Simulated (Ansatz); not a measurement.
# [GeH3···H···Br], doublet along the distance Ge1-H5

Starting geometry:

```xyz
6

Ge   -1.7999    0.0000    0.0000
H    -2.3114    1.4466    0.0000
H    -2.3114   -0.7233    1.2528
H    -2.3114   -0.7233   -1.2528
H    -0.2656    0.0000    0.0000
Br    1.7271    0.0000    0.0000
```

From there H5 is moved from one fragment to the other while all else, the fragments' distance too, stays fixed, so the hump isn't the reaction's barrier; atoms are numbered as listed. Energies are in eV, counted from the starting geometry at the same level. Kohn–Sham curves are unrestricted where that lies lower.

Basis cc-pVDZ; Ansatz 0.2.0. Only valence electrons are correlated (noble-gas cores and the filled d shells of p-block atoms frozen). R marks a restricted (for open shells ROHF) determinant, U an unrestricted one. No spin–orbit coupling is included, and no scalar relativity.

In so small a basis the reference is far from its limit while semilocal and hybrid functionals are nearer theirs (RPA and double hybrids share much of the reference's basis error), so the functionals' errors here hold much of the reference's basis and frozen-core error, which can add to them or hide them.

Full CI isn't at hand for all of this; UCCSDT(Q) serves as the reference, and is uncertain by about the last step of the cluster series.

```json
{"distance Ge1-H5 (Å)": "1.534", "UCCSDT(Q)": "0.000", "PBE": "0.000", "revPBE": "0.000", "r2SCAN": "0.000", "PBE0": "0.000", "B3LYP": "0.000", "wB97M-V": "0.000", "B2PLYP": "0.000", "RPA-PBE": "0.000"}
{"distance Ge1-H5 (Å)": "1.600", "UCCSDT(Q)": "-0.013", "PBE": "-0.070", "revPBE": "-0.067", "r2SCAN": "-0.053", "PBE0": "-0.049", "B3LYP": "-0.043", "wB97M-V": "-0.019", "B2PLYP": "-0.029", "RPA-PBE": "-0.016"}
{"distance Ge1-H5 (Å)": "1.733", "UCCSDT(Q)": "0.032", "PBE": "-0.121", "revPBE": "-0.113", "r2SCAN": "-0.081", "PBE0": "-0.064", "B3LYP": "-0.044", "wB97M-V": "0.013", "B2PLYP": "-0.008", "RPA-PBE": "0.030"}
{"distance Ge1-H5 (Å)": "1.865", "UCCSDT(Q)": "0.046", "PBE": "-0.135", "revPBE": "-0.125", "r2SCAN": "-0.100", "PBE0": "-0.071", "B3LYP": "-0.031", "wB97M-V": "0.017", "B2PLYP": "0.004", "RPA-PBE": "0.061"}
{"distance Ge1-H5 (Å)": "1.997", "UCCSDT(Q)": "-0.002", "PBE": "-0.125", "revPBE": "-0.118", "r2SCAN": "-0.120", "PBE0": "-0.088", "B3LYP": "-0.027", "wB97M-V": "-0.031", "B2PLYP": "-0.020", "RPA-PBE": "0.045"}
```
